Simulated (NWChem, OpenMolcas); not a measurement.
# How basis sets differ on B2PH5 (SMILES BPB)

The species is B2PH5 (8 atoms), meant as a singlet with charge 0. As SMILES, `BPB`. The coordinates come from a GFN2-xTB relaxation.

Each level gives the HOMO–LUMO gap (eV). The values are calculated.

```json
{"level": "HF/STO-3G", "kind": "Hartree–Fock", "program": "NWChem", "value (eV)": "12.80", "CPU time": "1.3 s"}
{"level": "HF/3-21G", "kind": "Hartree–Fock", "program": "OpenMolcas", "value (eV)": "11.05", "CPU time": "2.3 s"}
{"level": "HF/def2-SVP", "kind": "Hartree–Fock", "program": "OpenMolcas", "value (eV)": "10.64", "CPU time": "6.6 s"}
{"level": "HF/pcseg-2 (RICD fitting)", "kind": "Hartree–Fock", "program": "OpenMolcas", "value (eV)": "10.42", "CPU time": "28 s"}
```

The values span 10.42 to 12.80 eV. A Hartree–Fock LUMO above zero doesn't converge with the basis: it sinks as sets grow more diffuse. Orbital gaps aren't excitation energies. CPU times are rough (shared hosts, several kinds of processor): they show what a rung costs within a factor of a few.
